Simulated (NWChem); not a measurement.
Everything below was run with NWChem. System: allene (C$_{3}$H$_{4}$), charge 0, spin multiplicity 1, at a geometry optimised with PBE0/def2-SVP. Level: evGW@PBE/def2-TZVP, RI basis def2-tzvp-rifit, 6 cycles.

Input file:

```
start mol
memory heap 200 mb stack 700 mb global 1700 mb
geometry units angstroms nocenter noautoz
  C      0.000000     0.000000     1.307762
  C      0.000000     0.000000    -0.000000
  C      0.000000     0.000000    -1.307762
  H      0.000000    -0.936751     1.874880
  H      0.000000     0.936751     1.874880
  H      0.936751     0.000000    -1.874880
  H     -0.936751     0.000000    -1.874880
  symmetry group C2v
end
basis spherical
  * library def2-tzvp
end
basis "ri basis" bse spherical
  * library def2-tzvp-rifit
end
dft
  xc xpbe96 cpbe96
  iterations 100
  direct
  tolerances tight
end
task dft energy
gw
  evgw 6
  states alpha occ -1 vir -1
end
task dft gw
```

Part of the output:

```
             Northwest Computational Chemistry Package (NWChem) 7.3.0
             --------------------------------------------------------

                                NWChem Input Module
                                -------------------

 Scaling coordinates for geometry "geometry" by  1.889725989
 (inverse scale =  0.529177249)

 Turning off AUTOSYM since
 SYMMETRY directive was detected!

                             Geometry "geometry" -> ""
                             -------------------------

 Output coordinates in angstroms (scale by  1.889725989 to convert to a.u.)

  No.       Tag          Charge          X              Y              Z
 ---- ---------------- ---------- -------------- -------------- --------------
    1 C                    6.0000     0.00000000     0.00000000     1.30776200
    2 C                    6.0000     0.00000000     0.00000000     0.00000000
    3 C                    6.0000     0.00000000     0.00000000    -1.30776200
    4 H                    1.0000     0.00000000    -0.93675100     1.87488000
    5 H                    1.0000     0.00000000     0.93675100     1.87488000
    6 H                    1.0000     0.93675100     0.00000000    -1.87488000
    7 H                    1.0000    -0.93675100     0.00000000    -1.87488000

 Effective nuclear repulsion energy (a.u.)      59.0007399211

            Nuclear Dipole moment (a.u.)
            ----------------------------
        X                 Y               Z
 ---------------- ---------------- ----------------
     0.0000000000     0.0000000000     0.0000000000

      Symmetry information
      --------------------

 Group name             C2v
 Group number             16
 Group order               4
 No. of unique centers     5

      Symmetry unique atoms

     1    2    3    4    6


 Summary of "ao basis" -> "" (spherical)
 ------------------------------------------------------------------------------
       Tag                 Description            Shells   Functions and Types
 ---------------- ------------------------------  ------  ---------------------
 *                         def2-tzvp                  on all atoms
[...]
@GW        40         27.097           0.000
@GW        41         27.094           0.000
@GW        42         28.261           0.000
@GW        43         28.166           0.000
@GW        44         32.288           0.000
@GW        45         32.282           0.000
@GW        46         33.445           0.000
@GW        47         35.140           0.000
@GW        48         36.665           0.000
@GW        49         40.286           0.000
@GW        50         40.285           0.000
@GW        51         42.639           0.000
@GW        52         42.642           0.000
@GW        53         44.802           0.000
@GW        54         45.428           0.000
@GW        55         47.620           0.000
@GW        56         47.621           0.000
@GW        57         48.382           0.000
@GW        58         48.381           0.000
@GW        59         50.958           0.000
@GW        60         53.722           0.000
@GW        61         53.478           0.000
@GW        62         53.475           0.000
@GW        63         54.606           0.000
@GW        64         57.895           0.000
@GW        65         60.438           0.000
@GW        66         62.957           0.000
@GW        67         63.789           0.000
@GW        68         63.789           0.000
@GW        69         66.252           0.000
@GW        70         73.174           0.000
@GW        71         73.174           0.000
@GW        72         73.746           0.000
@GW        73         74.505           0.000
@GW        74         74.499           0.000
@GW        75         73.731           0.000
@GW        76         76.820           0.000
@GW        77         78.196           0.000
@GW        78         78.195           0.000
@GW        79         79.331           0.000
@GW        80         79.603           0.000
@GW        81         79.479           0.000
@GW        82         81.230           0.000
@GW        83         86.706           0.000
@GW        84         86.705           0.000
@GW        85         87.364           0.000
@GW        86         87.587           0.000
@GW        87         88.474           0.000
@GW        88         87.813           0.000
@GW        89         89.095           0.000
@GW        90         89.093           0.000
@GW        91         90.129           0.000
@GW        92         92.936           0.000
@GW        93         92.946           0.000
@GW        94         94.636           0.000
@GW        95         96.216           0.000
@GW        96         96.218           0.000
@GW        97         98.433           0.000
@GW        98        100.263           0.000
@GW        99        102.466           0.000
@GW       100        101.974           0.000
@GW       101        108.800           0.000
@GW       102        110.987           0.000
@GW       103        112.889           0.000
@GW       104        119.462           0.000
@GW       105        119.436           0.000
@GW       106        121.369           0.000
@GW       107        126.632           0.000
@GW       108        126.294           0.000
@GW       109        132.948           0.000
@GW       110        134.265           0.000
@GW       111        141.726           0.000
@GW       112        141.831           0.000
@GW       113        146.804           0.000
@GW       114        153.813           0.000
@GW       115        629.111           0.000
@GW       116        631.321           0.000
@GW       117        641.597           0.000

     GW Timing Statistics
   ------------------------
   Init.   :          0.1s
     ERIs  :          1.3s
     Distr.:          0.1s
     Vxc   :          0.2s
   Sigma_x :          0.0s
   RPA     :          2.6s
   Wmn     :          3.1s
   Sigma_c :          2.6s
   GW total:         10.0s

 Task  times  cpu:       10.0s     wall:       10.0s

 Total times  cpu:       17.2s     wall:       17.2s
```
